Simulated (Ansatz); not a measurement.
Input:

```yaml
crystal:
  periodic: [false, false, false]
  atoms:
    - { symbol: B, position_ang: [0.03782, -0.03361, 0.017252] }
    - { symbol: Cl, position_ang: [-0.056438, 0.293734, 1.739548] }
    - { symbol: C, position_ang: [1.385098, 0.017565, -0.755569] }
    - { symbol: H, position_ang: [1.576183, -0.980161, -1.191326] }
    - { symbol: H, position_ang: [1.285429, 0.692734, -1.62381] }
    - { symbol: H, position_ang: [2.254243, 0.318248, -0.15545] }
    - { symbol: H, position_ang: [-1.007734, -0.308609, -0.521445] }
basis:
  gaussian: { orbitals: def2-SVP }
hamiltonian:
  xc: pbe0
md:
  timestep: 0.5
  n_steps: 100
  ensemble: nvt_nose_hoover
  temperature: 1000.0
  initial_velocities: maxwell_boltzmann
  seed: 168683
  nose_hoover: { tau: 20.0, chain_length: 5 }
  masses: [{ species: H, mass: 10.0 }]
```

Command:

```bash
$ ansatz run input.yaml --threads 1 --pin off --max-ram 2048MiB --backend cpu --events-out ev --progress --plain --runs-dir out
```

Hardware: 1 thread of Arm Neoverse V1, on a shared host.

**Question.** Roughly how long does this run take, and how much memory?

**Answer.** 2.8 min, with a peak of 0.11 GiB, for 101 ionic steps.
